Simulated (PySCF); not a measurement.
Consider propylene, `C=CC` (C3H6). Coordinates in Å; atoms count from 1 in this order:
```
C     1.3601    0.0898   -0.2688
C     0.2814   -0.1077    0.4931
C    -1.1351   -0.0063    0.0332
H     1.2716    0.3507   -1.3289
H     2.3713   -0.0020    0.1369
H     0.4291   -0.3675    1.5497
H    -1.6841    0.7586    0.6075
H    -1.1990    0.2547   -1.0336
H    -1.6708   -0.9579    0.1870
```

Level of theory: PBE0-D3(BJ)/ma-def2-TZVP single points in PySCF, grid level 2; every species was optimised with PBE0-D3(BJ)/ma-def2-SVP. The prefix ma- adds one diffuse s and one diffuse p function on all atoms but H. Zero-point and thermal terms (298.15 K, 1 bar) come from unscaled PBE0-D3(BJ)/ma-def2-SVP harmonic frequencies, with soft modes damped to free rotors in the entropy.

Problem. What are the vertical and the adiabatic ionisation energy for forming the radical cation?

Solution. 9.67 eV vertical and 9.37 eV adiabatic, the latter with zero-point energy.

Problem. Where does the unpaired spin of the relaxed radical cation sit?

Solution. C1 (alkene carbon) 0.62, C2 (alkene carbon) 0.32 (intrinsic atomic orbital populations).

Problem. What oxidation potential follows in DMF (IEF-PCM), given that Fc+/Fc comes at 4.40 V absolute with this functional and basis?

Solution. In the gas phase ΔG of oxidation is 9.335 eV, and solvation is -6.8 kJ/mol for the parent and -259.6 kJ/mol for the product, so the absolute potential is 6.71 V, or 2.32 V against Fc+/Fc. Fc+/Fc in DMF, 4.40 V, is PBE0-D3(BJ)/ma-def2-TZVP on PBE0-D3(BJ)/def2-SVP structures with GFN2-xTB thermal terms. Benchmark calculations put it near 5.0 V in acetonitrile and DMSO, so it is about 0.6 V low, and the value against it can read up to that much too high. The solvent is electrostatics only, on gas-phase structures; the absolute scale refers to an electron at rest in vacuum.

Problem. How far is −ε(HOMO) from the vertical value by ΔSCF?

Solution. −ε(HOMO) = 7.35 eV, which is 2.32 eV below the ΔSCF value.

Differences come from unrounded values, so a last digit can differ from that of the printed terms.
